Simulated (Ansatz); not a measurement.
A calculation with Ansatz (development build ahead of 0.2.0).

```yaml
crystal:
  periodic: [false, false, false]
  atoms:
    - { symbol: H, position_ang: [0.0, 0.0, -1.1167] }
    - { symbol: Cl, position_ang: [0.0, 0.0, 0.06569] }
basis:
  gaussian: { orbitals: def2-TZVP }
hamiltonian:
  xc: hf
```

The input is written out in the form of the current development build from the run's settings.

Results

- Converged: yes
- Total energy: -460.09288 hartree
- Spin squared of the determinant: 0.000
